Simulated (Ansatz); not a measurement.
Cost and result for the atomization energy of `NC[SiH3]` (10 atoms, 9 bonds).

```xyz
10

N     0.580   -0.573    1.275
C    -0.013   -0.710   -0.050
Si   -0.537    0.978   -0.702
H     1.422   -0.012    1.238
H     0.840   -1.474    1.656
H    -0.921   -1.318    0.031
H     0.626   -1.208   -0.797
H     0.633    1.901   -0.679
H    -1.617    1.561    0.134
H    -1.013    0.856   -2.107
```

Total charge 0; spin multiplicity 1. Geometry: relaxed with PBE0-D4/def2-TZVP. It is one conformer, not always the lowest. Program: Ansatz. All runs use 2 threads of an Arm Neoverse V2 on a shared host. Times are those of one run each, without the atoms' runs, and a repeat can differ threefold. Electronic energies, without spin–orbit coupling; frozen cores. CCSD(T)/CBS adds CCSD(T) − MP2 in def2-TZVPP to the MP2 limit, and its time is that of the two runs behind it. T1 = 0.010. B3LYP takes the VWN-RPA correlation (the form of Gaussian; ORCA's B3LYP/G).

CCSD(T)/CBS is a level of theory with its own doubt, some kJ/mol a heavy atom from the limit and from the frozen cores, so smaller differences don't rank the functionals.

| level | functions | wall time |
| --- | --- | --- |
| CCSD(T)/def2-SVP | 81 | 1.5 s |
| revPBE-D4/def2-TZVPP | 202 | 1.6 s |
| BLYP-D4/def2-TZVPP | 202 | 1.6 s |
| PBE0-D4/def2-TZVPP | 202 | 1.9 s |
| BHLYP-D4/def2-TZVPP | 202 | 2 s |
| CAM-B3LYP-D4/def2-TZVPP | 202 | 2.1 s |
| B3LYP-D4/def2-TZVPP (with forces) | 202 | 3.2 s |
| r2SCANh-D4/def2-TZVPP | 202 | 3.5 s |
| PBE-QIDH/def2-TZVPP | 202 | 3.8 s |
| ωB97X-V/def2-TZVPP | 202 | 6.5 s |
| MP2/def2-QZVPP | 394 | 14 s |
| CCSD(T)/def2-TZVPP | 202 | 38 s |
| CCSD(T)/CBS(def2) | – | 52 s |

**Question.** What atomization energy does each give, and how far from CCSD(T)/CBS? (Best estimate.)

**Answer.** Computed: 
```tsv
level	atomization (kcal/mol)	difference from CCSD(T)/CBS	per bond
CCSD(T)/def2-SVP	741.2	-48.7	-5.4
revPBE-D4/def2-TZVPP	779.8	-10.1	-1.1
BLYP-D4/def2-TZVPP	787.8	-2.1	-0.2
PBE0-D4/def2-TZVPP	785.5	-4.4	-0.5
BHLYP-D4/def2-TZVPP	774.8	-15.1	-1.7
CAM-B3LYP-D4/def2-TZVPP	794.9	5.0	0.6
B3LYP-D4/def2-TZVPP (with forces)	792.3	2.4	0.3
r2SCANh-D4/def2-TZVPP	782.5	-7.4	-0.8
PBE-QIDH/def2-TZVPP	779.4	-10.5	-1.2
ωB97X-V/def2-TZVPP	793.8	3.9	0.4
MP2/def2-QZVPP	780.6	-9.3	-1.0
CCSD(T)/def2-TZVPP	768.9	-21.0	-2.3
CCSD(T)/CBS(def2)	789.9	0.0	0.0
```

The D4 term adds +5.8 kcal/mol with B3LYP and +3.0 kcal/mol with PBE0; it sums over pairs of atoms, weighted by their polarisabilities, and B3LYP, whose exchange is more repulsive, gets the larger term. At CCSD(T), def2-SVP lies −48.8 kcal/mol from the extrapolated value and def2-TZVPP −21.0 kcal/mol: correlation converges slowly with the basis, and small sets miss more of it in the bonded molecule than in its fragments. From PBE to PBE0 (25 % exact exchange), in def2-TZVPP and without D4, the atomization energy moves by −8.4 kcal/mol: exact exchange takes away binding that semilocal exchange gives to molecules.
